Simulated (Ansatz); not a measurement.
The input, for Ansatz 0.2.0:

```yaml
crystal:
  periodic: [false, false, false]
  atoms:
    - {symbol: Al, position_ang: [0.000000, 0.000000, 0.000000]}
    - {symbol: As, position_ang: [0.000000, 0.000000, 2.582200]}
basis:
  gaussian: {orbitals: 6-31G}
total_charge: 1
magnetization: {spin_polarized: true, initial_magnetization: 5}
correlation: {method: ccsd, electrons: all}
scf: {lower_state_search: light}
```

```sh
$ ansatz run in.yaml --threads 1 --pin off --events-out ev --progress --plain --max-ram 2393MiB
```

Log:

```
388 factors; integrals over basis functions are off by at most 4.0e-4 eV
mean field evaluation 1: about -67357.9269 eV, gradient 7.1e0 eV
mean field evaluation 2: about -67357.9682 eV, gradient 7.1e0 eV
mean field evaluation 4: about -67358.4687 eV, gradient 1.1e0 eV
mean field evaluation 8: about -67358.4958 eV, gradient 2.7e-3 eV
mean field evaluation 16: about -67358.4318 eV, gradient 2.7e-1 eV
mean field evaluation 32: about -67358.4954 eV, gradient 1.8e-1 eV
mean field evaluation 64: about -67355.7861 eV, gradient 8.3e-2 eV
mean field evaluation 96: about -67355.7865 eV, gradient 3.8e-2 eV
mean field -67358.49576164 eV, -2475.3790620121 hartree, gradient 2.2e-6 eV, S^2 8.751356; 4 other end points of the search recorded, 0 dependent functions left out
determinant -67358.49576164 eV, -2475.3790620121 hartree, with singles and doubles -67364.26153988 eV, -2475.5909504543 hartree
determinant -67355.78643333 eV, -2475.2794960329 hartree, with singles and doubles -67361.62405054 eV, -2475.4940245087 hartree
reference -67358.49576164 eV, -2475.3790620121 hartree; 25, 20 occupied and 17, 22 virtual orbitals, 388 factors
second order -6.07536727 eV of doubles, -0.00000000 eV of singles
cycle   1  -5.76538108 eV  change    4.0e-4 eV  update   2.7e-4
cycle   2  -5.76551662 eV  change   -1.4e-4 eV  update   1.6e-4
cycle   3  -5.76543054 eV  change    8.6e-5 eV  update   5.8e-5
cycle   4  -5.76540447 eV  change    2.6e-5 eV  update   1.8e-5
Total energy: -67364.26116611 eV, -2475.5909367184 hartree
```

Ran on 1 thread of Arm Neoverse V2, shared host: 4.2 s wall, 0.17 GiB peak host memory.
